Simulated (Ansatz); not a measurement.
# Down a group: atomization energies of Ga–C–NH, HP–C–Ga

Ansatz 0.2.0, basis cc-pVDZ; geometries are PBE0/def2-TZVP minima. Wave-function levels freeze the cores with the filled d shells of p-block atoms; HF, MP2 and coupled cluster are restricted for singlets and unrestricted otherwise, atoms included, restricted open-shell where a d shell is frozen. The reference is CCSDT(Q) (coupled cluster only where its series has nearly closed). An error is the level's value less the reference. None of these values is a measured one. Energies are electronic, without zero-point terms. No spin–orbit coupling and no scalar relativity. The set is small: it underbinds, by tens of kJ/mol for each bond, so near ties and functionals' places can change in larger sets. The species are chosen: bound, without strong static correlation by their natural occupations or amplitudes, in their lowest spin state as far as vertical gaps and like structures tell, and with a ladder that closes on the reference, so errors are smaller than for species at large; levels whose determinant breaks symmetry or spin markedly are left out.

| species | bonds (Å) | quantity | symmetry of the states | reference | value (kcal/mol) | error CCSD | error CCSD(T) | error CCSDT |
| --- | --- | --- | --- | --- | --- | --- | --- | --- |
| Ga–C–NH, doublet | C–Ga 2.065, C–N 1.207, N–H 1.022, angles at C 171°, angles at N 125° | atomization | A | CCSDT(Q) | 276.6 | -8.7 | -0.9 | -0.8 |
| HP–C–Ga, doublet | C–P 1.633, C–Ga 2.022, P–H 1.442, angles at P 99°, angles at C 160° | atomization | A | CCSDT(Q) | 219.8 | -8.3 | -1.1 | -0.7 |

The reference falls from N to P, by 56.8 kcal/mol in all.
